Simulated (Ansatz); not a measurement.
# Two structures, one formula

Two relaxed structures of AlHOF (charge -1), singlet (PBE0-D4/def2-TZVPD; forces vanish, vibrations not checked).

A:

```tsv
atom	x (Å)	y (Å)	z (Å)
O1	-0.4841	-1.0827	1.3521
Al2	0.1817	0.0347	0.1380
F3	-1.0112	-0.0397	-1.0991
H4	0.1000	-1.1335	2.1124
```

B:

O1  (-0.150, -1.068, 1.358)
Al2  (0.005, -0.057, 0.087)
F3  (-1.029, 0.095, -1.255)
H4  (1.174, 1.030, -0.190)
(Å)

Ansatz 0.2.0; basis: def2-TZVPPD; cores frozen in the correlated methods. B3LYP uses VWN-RPA correlation.

Task: Which structure is lower at CCSD(T), and by how much? (An estimate is asked for; the value comes from the calculation.)

Result: Computed: A, by 0.254 eV (electronic energy, against the other). By their contacts, A is AlHOF ([OH][Al][F]), total charge -1 and B is AlHOF ([O][AlH][F]), total charge -1.

All methods give the same order:

| method | E(B) − E(A) (eV) |
| --- | --- |
| PBE-D4 | 0.266 |
| r2SCAN-D4 | 0.170 |
| PBE0-D4 | 0.359 |
| B3LYP-D4 | 0.227 |
| wB97M-V | 0.299 |
| HF | 0.482 |
| MP2 | 0.053 |
| CCSD | 0.308 |
| CCSD(T) | 0.254 |

T1 diagnostic: at most 0.020. The restricted Hartree–Fock reference is unstable towards an unrestricted one at one or more of these structures.

Labels in which every atom is bracketed show which atoms are joined, not bond orders.

For scale, one of the runs: CCSD(T)/def2-TZVPPD, 145 basis functions, launched by `ansatz run in.yaml --threads 2 --pin off --events-out ev --progress --plain --max-ram 4352MiB`. Hardware: 2 CPU threads of an Intel Xeon 6975P-C, shared host. Wall time 11 s; peak host memory 0.97 GiB.
